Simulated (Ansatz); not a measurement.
Molecular dynamics of C$_{4}$H$_{7}$FO

input.yaml

```yaml
crystal:
  periodic: [false, false, false]
  atoms:
    - { symbol: C, position_ang: [-0.229241, -0.921383, 1.214279] }
    - { symbol: C, position_ang: [0.241958, -0.239876, -0.064784] }
    - { symbol: C, position_ang: [1.543093, -0.257322, -0.440899] }
    - { symbol: F, position_ang: [2.000728, 0.348058, -1.578016] }
    - { symbol: C, position_ang: [-0.809052, 0.528074, -0.883787] }
    - { symbol: O, position_ang: [-1.410186, 1.640325, -0.126689] }
    - { symbol: H, position_ang: [0.61773, -1.331988, 1.781794] }
    - { symbol: H, position_ang: [-0.927858, -1.743175, 0.983758] }
    - { symbol: H, position_ang: [-0.769275, -0.201396, 1.851246] }
    - { symbol: H, position_ang: [2.32671, -0.775784, 0.148391] }
    - { symbol: H, position_ang: [-1.659277, -0.137432, -1.141432] }
    - { symbol: H, position_ang: [-0.334315, 0.87195, -1.833011] }
    - { symbol: H, position_ang: [-0.570614, 2.185051, 0.104052] }
magnetization:
  spin_polarized: true
basis:
  gaussian: { orbitals: STO-3G }
hamiltonian:
  xc: r2scan
  dispersion: d4
md:
  timestep: 0.5
  n_steps: 141
  ensemble: nvt_nose_hoover
  temperature: 300.0
  initial_velocities: maxwell_boltzmann
  seed: 200656
  nose_hoover: { tau: 1.0, chain_length: 1 }
```

Command:

```bash
$ ansatz run input.yaml --threads 1 --pin off --max-ram 2048MiB --backend cpu --events-out ev --progress --plain --runs-dir out
```

It starts from a relaxed structure.

Output, in part (one step line in 2, the closing report, with atoms numbered from 0):

```
md step     0: t =     0.00 fs  T =   300.0 K  F+E_penalty+E_count = -8902.08778281 eV  E_kin = 0.426558 eV  conserved = -8901.66122481 eV  (28 SCF iters)
md step     2: t =     1.00 fs  T =   275.6 K  F+E_penalty+E_count = -8902.04511779 eV  E_kin = 0.391841 eV  conserved = -8901.66045819 eV  (32 SCF iters)
md step     4: t =     2.00 fs  T =   259.8 K  F+E_penalty+E_count = -8901.95549066 eV  E_kin = 0.369347 eV  conserved = -8901.65913681 eV  (32 SCF iters)
md step     6: t =     3.00 fs  T =   318.4 K  F+E_penalty+E_count = -8901.87706688 eV  E_kin = 0.452749 eV  conserved = -8901.65882780 eV  (31 SCF iters)
md step     8: t =     4.00 fs  T =   370.4 K  F+E_penalty+E_count = -8901.81674313 eV  E_kin = 0.526694 eV  conserved = -8901.65947912 eV  (32 SCF iters)
md step    10: t =     5.00 fs  T =   284.4 K  F+E_penalty+E_count = -8901.74151750 eV  E_kin = 0.404426 eV  conserved = -8901.65950014 eV  (31 SCF iters)
md step    12: t =     6.00 fs  T =   221.9 K  F+E_penalty+E_count = -8901.66145830 eV  E_kin = 0.315455 eV  conserved = -8901.65869079 eV  (32 SCF iters)
md step    14: t =     7.00 fs  T =   295.9 K  F+E_penalty+E_count = -8901.61489981 eV  E_kin = 0.420722 eV  conserved = -8901.65785259 eV  (31 SCF iters)
md step    16: t =     8.00 fs  T =   451.8 K  F+E_penalty+E_count = -8901.64099263 eV  E_kin = 0.642404 eV  conserved = -8901.65805604 eV  (31 SCF iters)
md step    18: t =     9.00 fs  T =   331.1 K  F+E_penalty+E_count = -8901.71765033 eV  E_kin = 0.470713 eV  conserved = -8901.65941168 eV  (31 SCF iters)
md step    20: t =    10.00 fs  T =   198.8 K  F+E_penalty+E_count = -8901.77270649 eV  E_kin = 0.282667 eV  conserved = -8901.66031246 eV  (31 SCF iters)
md step    22: t =    11.00 fs  T =   204.5 K  F+E_penalty+E_count = -8901.79726361 eV  E_kin = 0.290738 eV  conserved = -8901.66038676 eV  (25 SCF iters)
md step    24: t =    12.00 fs  T =   339.7 K  F+E_penalty+E_count = -8901.79856829 eV  E_kin = 0.483031 eV  conserved = -8901.65985911 eV  (32 SCF iters)
md step    26: t =    13.00 fs  T =   424.3 K  F+E_penalty+E_count = -8901.78035812 eV  E_kin = 0.603232 eV  conserved = -8901.65923006 eV  (31 SCF iters)
md step    28: t =    14.00 fs  T =   273.7 K  F+E_penalty+E_count = -8901.76800451 eV  E_kin = 0.389123 eV  conserved = -8901.65917222 eV  (31 SCF iters)
md step    30: t =    15.00 fs  T =   209.7 K  F+E_penalty+E_count = -8901.78051548 eV  E_kin = 0.298153 eV  conserved = -8901.65958848 eV  (27 SCF iters)
md step    32: t =    16.00 fs  T =   280.0 K  F+E_penalty+E_count = -8901.80325146 eV  E_kin = 0.398174 eV  conserved = -8901.66007613 eV  (32 SCF iters)
md step    34: t =    17.00 fs  T =   385.6 K  F+E_penalty+E_count = -8901.79881251 eV  E_kin = 0.548300 eV  conserved = -8901.65994435 eV  (32 SCF iters)
md step    36: t =    18.00 fs  T =   315.1 K  F+E_penalty+E_count = -8901.75651546 eV  E_kin = 0.447991 eV  conserved = -8901.65879891 eV  (29 SCF iters)
md step    38: t =    19.00 fs  T =   244.8 K  F+E_penalty+E_count = -8901.74761354 eV  E_kin = 0.348088 eV  conserved = -8901.65848742 eV  (32 SCF iters)
md step    40: t =    20.00 fs  T =   292.7 K  F+E_penalty+E_count = -8901.79236182 eV  E_kin = 0.416158 eV  conserved = -8901.65978388 eV  (32 SCF iters)
md step    42: t =    21.00 fs  T =   343.5 K  F+E_penalty+E_count = -8901.81700377 eV  E_kin = 0.488350 eV  conserved = -8901.66069689 eV  (33 SCF iters)
md step    44: t =    22.00 fs  T =   274.0 K  F+E_penalty+E_count = -8901.76057462 eV  E_kin = 0.389589 eV  conserved = -8901.65988682 eV  (32 SCF iters)
md step    46: t =    23.00 fs  T =   225.8 K  F+E_penalty+E_count = -8901.67272048 eV  E_kin = 0.321126 eV  conserved = -8901.65864142 eV  (27 SCF iters)
md step    48: t =    24.00 fs  T =   306.8 K  F+E_penalty+E_count = -8901.61144928 eV  E_kin = 0.436277 eV  conserved = -8901.65822748 eV  (33 SCF iters)
md step    50: t =    25.00 fs  T =   429.2 K  F+E_penalty+E_count = -8901.58331325 eV  E_kin = 0.610314 eV  conserved = -8901.65863102 eV  (33 SCF iters)
md step    52: t =    26.00 fs  T =   304.7 K  F+E_penalty+E_count = -8901.55976422 eV  E_kin = 0.433171 eV  conserved = -8901.65894676 eV  (33 SCF iters)
md step    54: t =    27.00 fs  T =   203.3 K  F+E_penalty+E_count = -8901.54409094 eV  E_kin = 0.289102 eV  conserved = -8901.65896931 eV  (32 SCF iters)
md step    56: t =    28.00 fs  T =   253.3 K  F+E_penalty+E_count = -8901.55033148 eV  E_kin = 0.360126 eV  conserved = -8901.65889405 eV  (32 SCF iters)
md step    58: t =    29.00 fs  T =   414.1 K  F+E_penalty+E_count = -8901.57672796 eV  E_kin = 0.588752 eV  conserved = -8901.65876063 eV  (32 SCF iters)
md step    60: t =    30.00 fs  T =   363.3 K  F+E_penalty+E_count = -8901.60788746 eV  E_kin = 0.516513 eV  conserved = -8901.65865138 eV  (32 SCF iters)
md step    62: t =    31.00 fs  T =   228.7 K  F+E_penalty+E_count = -8901.64995537 eV  E_kin = 0.325177 eV  conserved = -8901.65923056 eV  (32 SCF iters)
md step    64: t =    32.00 fs  T =   225.6 K  F+E_penalty+E_count = -8901.69935705 eV  E_kin = 0.320733 eV  conserved = -8901.66017147 eV  (31 SCF iters)
md step    66: t =    33.00 fs  T =   313.9 K  F+E_penalty+E_count = -8901.71995501 eV  E_kin = 0.446253 eV  conserved = -8901.66043108 eV  (32 SCF iters)
md step    68: t =    34.00 fs  T =   352.2 K  F+E_penalty+E_count = -8901.67149119 eV  E_kin = 0.500802 eV  conserved = -8901.65944321 eV  (30 SCF iters)
md step    70: t =    35.00 fs  T =   276.7 K  F+E_penalty+E_count = -8901.58907508 eV  E_kin = 0.393443 eV  conserved = -8901.65812298 eV  (31 SCF iters)
md step    72: t =    36.00 fs  T =   263.7 K  F+E_penalty+E_count = -8901.55185555 eV  E_kin = 0.374930 eV  conserved = -8901.65788027 eV  (31 SCF iters)
md step    74: t =    37.00 fs  T =   345.3 K  F+E_penalty+E_count = -8901.57000583 eV  E_kin = 0.491033 eV  conserved = -8901.65890693 eV  (32 SCF iters)
md step    76: t =    38.00 fs  T =   342.6 K  F+E_penalty+E_count = -8901.57611676 eV  E_kin = 0.487128 eV  conserved = -8901.65969024 eV  (31 SCF iters)
md step    78: t =    39.00 fs  T =   243.5 K  F+E_penalty+E_count = -8901.53411804 eV  E_kin = 0.346289 eV  conserved = -8901.65893133 eV  (31 SCF iters)
md step    80: t =    40.00 fs  T =   242.2 K  F+E_penalty+E_count = -8901.50582878 eV  E_kin = 0.344335 eV  conserved = -8901.65786915 eV  (31 SCF iters)
md step    82: t =    41.00 fs  T =   384.2 K  F+E_penalty+E_count = -8901.54739174 eV  E_kin = 0.546247 eV  conserved = -8901.65831568 eV  (30 SCF iters)
md step    84: t =    42.00 fs  T =   389.1 K  F+E_penalty+E_count = -8901.62191143 eV  E_kin = 0.553294 eV  conserved = -8901.65967952 eV  (29 SCF iters)
md step    86: t =    43.00 fs  T =   228.0 K  F+E_penalty+E_count = -8901.65183369 eV  E_kin = 0.324192 eV  conserved = -8901.66003237 eV  (31 SCF iters)
md step    88: t =    44.00 fs  T =   191.3 K  F+E_penalty+E_count = -8901.65822362 eV  E_kin = 0.271978 eV  conserved = -8901.65988660 eV  (32 SCF iters)
md step    90: t =    45.00 fs  T =   303.6 K  F+E_penalty+E_count = -8901.66398957 eV  E_kin = 0.431691 eV  conserved = -8901.65971917 eV  (31 SCF iters)
md step    92: t =    46.00 fs  T =   441.7 K  F+E_penalty+E_count = -8901.65766276 eV  E_kin = 0.628100 eV  conserved = -8901.65949274 eV  (31 SCF iters)
md step    94: t =    47.00 fs  T =   294.9 K  F+E_penalty+E_count = -8901.63170686 eV  E_kin = 0.419367 eV  conserved = -8901.65918590 eV  (29 SCF iters)
md step    96: t =    48.00 fs  T =   198.8 K  F+E_penalty+E_count = -8901.62381411 eV  E_kin = 0.282711 eV  conserved = -8901.65923588 eV  (32 SCF iters)
md step    98: t =    49.00 fs  T =   260.1 K  F+E_penalty+E_count = -8901.64144802 eV  E_kin = 0.369892 eV  conserved = -8901.65976551 eV  (32 SCF iters)
md step   100: t =    50.00 fs  T =   400.8 K  F+E_penalty+E_count = -8901.64472480 eV  E_kin = 0.569857 eV  conserved = -8901.65995134 eV  (32 SCF iters)
md step   102: t =    51.00 fs  T =   331.6 K  F+E_penalty+E_count = -8901.59637142 eV  E_kin = 0.471445 eV  conserved = -8901.65871495 eV  (32 SCF iters)
md step   104: t =    52.00 fs  T =   229.7 K  F+E_penalty+E_count = -8901.57107240 eV  E_kin = 0.326554 eV  conserved = -8901.65822221 eV  (27 SCF iters)
md step   106: t =    53.00 fs  T =   271.3 K  F+E_penalty+E_count = -8901.60352377 eV  E_kin = 0.385807 eV  conserved = -8901.65936487 eV  (32 SCF iters)
md step   108: t =    54.00 fs  T =   362.7 K  F+E_penalty+E_count = -8901.62927916 eV  E_kin = 0.515679 eV  conserved = -8901.65994926 eV  (32 SCF iters)
md step   110: t =    55.00 fs  T =   310.1 K  F+E_penalty+E_count = -8901.59353108 eV  E_kin = 0.440920 eV  conserved = -8901.65895139 eV  (32 SCF iters)
md step   112: t =    56.00 fs  T =   241.8 K  F+E_penalty+E_count = -8901.55366130 eV  E_kin = 0.343841 eV  conserved = -8901.65798554 eV  (32 SCF iters)
md step   114: t =    57.00 fs  T =   297.9 K  F+E_penalty+E_count = -8901.57085676 eV  E_kin = 0.423555 eV  conserved = -8901.65797501 eV  (33 SCF iters)
md step   116: t =    58.00 fs  T =   396.0 K  F+E_penalty+E_count = -8901.64455713 eV  E_kin = 0.563009 eV  conserved = -8901.65890756 eV  (32 SCF iters)
md step   118: t =    59.00 fs  T =   308.1 K  F+E_penalty+E_count = -8901.70857424 eV  E_kin = 0.438115 eV  conserved = -8901.65982971 eV  (32 SCF iters)
md step   120: t =    60.00 fs  T =   212.8 K  F+E_penalty+E_count = -8901.73018075 eV  E_kin = 0.302628 eV  conserved = -8901.65984566 eV  (32 SCF iters)
md step   122: t =    61.00 fs  T =   239.3 K  F+E_penalty+E_count = -8901.74002089 eV  E_kin = 0.340197 eV  conserved = -8901.65944778 eV  (28 SCF iters)
md step   124: t =    62.00 fs  T =   381.1 K  F+E_penalty+E_count = -8901.76186779 eV  E_kin = 0.541821 eV  conserved = -8901.65945683 eV  (32 SCF iters)
md step   126: t =    63.00 fs  T =   378.3 K  F+E_penalty+E_count = -8901.77927442 eV  E_kin = 0.537828 eV  conserved = -8901.65985968 eV  (32 SCF iters)
md step   128: t =    64.00 fs  T =   231.6 K  F+E_penalty+E_count = -8901.77159553 eV  E_kin = 0.329344 eV  conserved = -8901.66004737 eV  (27 SCF iters)
md step   130: t =    65.00 fs  T =   198.8 K  F+E_penalty+E_count = -8901.75216419 eV  E_kin = 0.282611 eV  conserved = -8901.66007521 eV  (27 SCF iters)
md step   132: t =    66.00 fs  T =   300.4 K  F+E_penalty+E_count = -8901.71706238 eV  E_kin = 0.427098 eV  conserved = -8901.65983955 eV  (32 SCF iters)
md step   134: t =    67.00 fs  T =   425.8 K  F+E_penalty+E_count = -8901.64342783 eV  E_kin = 0.605403 eV  conserved = -8901.65900742 eV  (32 SCF iters)
md step   136: t =    68.00 fs  T =   304.7 K  F+E_penalty+E_count = -8901.55989379 eV  E_kin = 0.433260 eV  conserved = -8901.65810868 eV  (33 SCF iters)
md step   138: t =    69.00 fs  T =   221.6 K  F+E_penalty+E_count = -8901.53561567 eV  E_kin = 0.315031 eV  conserved = -8901.65823157 eV  (31 SCF iters)
md step   140: t =    70.00 fs  T =   288.1 K  F+E_penalty+E_count = -8901.56505502 eV  E_kin = 0.409592 eV  conserved = -8901.65914811 eV  (32 SCF iters)
md step   141: t =    70.50 fs  T =   350.2 K  F+E_penalty+E_count = -8901.58255853 eV  E_kin = 0.497932 eV  conserved = -8901.65948491 eV  (29 SCF iters)
Total energy: -8901.58256530 eV, -327.1271255656 hartree
Atom 0 at    -0.197275    -0.870283     1.262433 Å, force    -1.003105     1.189963     0.234002 eV/Å
Atom 1 at     0.255794    -0.188109    -0.087528 Å, force    -0.246709    -0.757070     0.022594 eV/Å
Atom 2 at     1.564448    -0.281009    -0.488796 Å, force    -0.481786     0.270023     0.886257 eV/Å
Atom 3 at     2.135679     0.323727    -1.564832 Å, force    -0.370980     0.174434    -0.556414 eV/Å
Atom 4 at    -0.870452     0.591477    -0.919821 Å, force     0.075061    -2.725741     0.446413 eV/Å
Atom 5 at    -1.549583     1.537537    -0.115294 Å, force     0.188533     2.049733     0.959778 eV/Å
Atom 6 at    -0.442296    -1.939670     1.272701 Å, force     0.114751    -0.312885    -0.925647 eV/Å
Atom 7 at    -1.136014    -0.372439     1.608912 Å, force     0.388466    -0.074510    -0.509246 eV/Å
Atom 8 at     0.474502    -0.755614     2.124967 Å, force     0.692215     0.336541    -0.403755 eV/Å
Atom 9 at     2.340297    -0.770828     0.136992 Å, force    -0.236485    -0.231474     0.180985 eV/Å
Atom 10 at    -1.747638    -0.048194    -1.181040 Å, force     0.756783    -0.787394    -0.328941 eV/Å
Atom 11 at    -0.442169     0.972996    -1.855533 Å, force     0.460777     0.381241    -0.494864 eV/Å
Atom 12 at    -0.763181     2.172047     0.055771 Å, force    -0.337521     0.487138     0.488837 eV/Å
Dipole moment:     0.211648     0.012271     0.039339 e Å
```

All steps were run. The conserved energy stayed within 0.27 meV per atom of its start (net change 0.13 meV per atom), so the integration is sound. A run of 0.07 ps of so small a system gives no equilibrium averages. Limits of this set-up: minimal basis.

The same pairs are bonded in the first frame and the last. Pairs count as bonded within 1.25 times the sum of covalent radii (0.12 Å more for H–H).

Last frame:

```xyz
13
Properties=species:S:1:pos:R:3
C -0.197 -0.870 1.262
C 0.256 -0.188 -0.087
C 1.564 -0.281 -0.489
F 2.136 0.324 -1.565
C -0.871 0.592 -0.920
O -1.550 1.538 -0.115
H -0.442 -1.940 1.273
H -1.136 -0.372 1.609
H 0.474 -0.756 2.125
H 2.340 -0.771 0.137
H -1.748 -0.048 -1.181
H -0.442 0.973 -1.855
H -0.763 2.172 0.056
```

Time of the run: 8.6 min on 1 thread of Intel(R) Xeon(R) 6975P-C (Granite Rapids) (shared host), peak memory 0.2 GiB.
